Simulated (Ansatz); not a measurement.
```yaml
crystal:
  periodic: [false, false, false]
  atoms:
    - {symbol: Hf, position_ang: [0.000000, 0.000000, 0.000000]}
    - {symbol: Ge, position_ang: [0.000000, 0.000000, 2.650000]}
basis:
  gaussian: {orbitals: def2-TZVP}
magnetization: {spin_polarized: true, initial_magnetization: 4}
hamiltonian: {xc: pbe0}
relax: {f_tol: 0.004, max_steps: 80}
```

```sh
$ ansatz run in.yaml --threads 1 --pin off --events-out ev --progress --plain --max-ram 2176MiB
```

Steps of the relaxation (energy above the last step; positions in Å, forces in eV/Å):

```
2
step 1, 8.8 meV
Hf    0.000    0.000    0.000    0.000    0.000    0.381
Ge    0.000    0.000    2.650    0.000    0.000   -0.381
```

```
2
step 2, 0.5 meV
Hf    0.000    0.000    0.028    0.000    0.000   -0.101
Ge    0.000    0.000    2.622    0.000    0.000    0.101
```

```
2
step 3, 0.0 meV
Hf    0.000    0.000    0.022    0.000    0.000    0.009
Ge    0.000    0.000    2.628    0.000    0.000   -0.009
```

```
2
step 4, 0.0 meV
Hf    0.000    0.000    0.023    0.000    0.000   -0.001
Ge    0.000    0.000    2.627    0.000    0.000    0.001
```

Close pairs at the end: Hf1–Ge2 2.605 Å.

A stationary point of unrestricted PBE0 after 4 steps, with ⟨S²⟩ = 6.057 against 6.00 for a pure state. 36 s on 1 thread of Arm Neoverse V1, shared host.
